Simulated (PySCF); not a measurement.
**How the method changes the constants of F₂⁺**

State: ²Πg (doublet), unpaired electrons π ↑. Set-up: basis F 6-311G(d,p); no relativity; PySCF 2.14. De refers to F⁺ + F in their high-spin ground configurations, without counterpoise correction. The functionals are run spin-unrestricted.

| Level | Re (Å) | ωe (cm⁻¹) | De (eV) |
| --- | --- | --- | --- |
| UHF | 1.210 | 1570 | -1.44 |
| UHF-MP2 | 1.397 | 600 | 3.16 |
| UHF-SCS-MP2 | 1.370 | 725 | 2.77 |
| UHF-CCSD | 1.297 | 1139 | 2.19 |
| UHF-CCSD(T) | 1.322 | 1017 | 2.57 |
| PBE | 1.325 | 1084 | 4.52 |
| TPSS | 1.326 | 1095 | 3.97 |
| r²SCAN | 1.303 | 1164 | 3.59 |
| r²SCANh | 1.288 | 1220 | 3.15 |
| PBE0 | 1.277 | 1254 | 3.15 |
| BHandHLYP | 1.254 | 1359 | 1.86 |
| LC-ωPBE | 1.273 | 1292 | 3.50 |

Task: Which functional lies closest to UHF-CCSD(T) in De, which farthest, and by how much do they differ from it?

Result: Closest is r²SCANh (-3.4 pm in Re, +20.0 % in ωe, +0.58 eV in De against UHF-CCSD(T) in the same basis), farthest PBE (+0.3 pm in Re, +6.6 % in ωe, +1.95 eV in De). CCSD(T) converges more slowly with the basis than the functionals do and binds too weakly in this one, so the order can change at the basis-set limit.

Task: What does the step from GGA to meta-GGA do here, going from PBE to r²SCAN?

Result: r²SCAN less PBE: -2.2 pm in Re, +7.4 % in ωe, -0.93 eV in De. 

Task: What does second-order correlation do here, going from UHF to UHF-MP2?

Result: UHF-MP2 less UHF: +18.7 pm in Re, -61.8 % in ωe, +4.60 eV in De. Correlation nearly always deepens the well. The bond lengthens, as in strong covalent bonds, where excitations into antibonding orbitals dominate.

Correlated steps freeze 2 core orbitals. A negative De means that the minimum lies above the separated atoms at that level. The state is the lowest determinant that a PBE0 search found; another state may lie lower at other levels.

The whole job (state search and all levels along the bond) took about 0.39 min on 1 thread of Intel Xeon 6975P-C (shared host), peak memory 0.39 GiB.
